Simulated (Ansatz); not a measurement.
# BH$_{3}$⁺, doublet: the ladder up to UCCSDT(Q)

Geometry: a point of a stretch scan, not a stationary point.

```xyz
4

B     0.0000   -0.0203    0.0979
H     0.0000    0.9756   -1.3654
H     0.0000   -0.0203    1.2721
H     0.0000   -0.7380   -0.9568
```

Basis cc-pVTZ; Ansatz 0.2.0. Only valence electrons are correlated (noble-gas cores frozen), which leaves 5 electrons in 71 orbitals. Prefix R: restricted or restricted open-shell reference; prefix U: unrestricted. Active spaces: valence = (5e, 7o) chosen from the atoms' valence shells; pair = (3e, 3o) about the gap.

Full CI isn't at hand for all of this; UCCSDT(Q) serves as the reference, and is uncertain by about the last step of the cluster series. The frozen core follows each run's orbitals, which can shift R against U totals by a few meV.

```
UHF ⟨S²⟩                          : 0.770
T1 diagnostic (RCCSD)             : 0.0402
largest doubles amplitude (RCCSD) : 0.050
T1 diagnostic (UCCSD)             : 0.0229
```

From what is known of these methods and the diagnostics, rank them by the size of their error in total energy against UCCSDT(Q) in cc-pVTZ, smallest first (an estimate: the text doesn't fix the numbers).
A. RCCSDT
B. RMP2
C. MRCISD+Q (valence space)
D. UHF
E. CASSCF (pair space)

A (1 meV), C (26 meV), B (656 meV), E (2438 meV), D (2767 meV).

All errors are against UCCSDT(Q) in cc-pVTZ. Within each family the higher level lies nearer, as is usual though not guaranteed.

Natural occupations of CASSCF (valence space) about the gap: 1.968 1.960 0.998 0.029 0.018 0.015 0.012; effectively unpaired electrons, Σ n²(2−n)², 1.02.
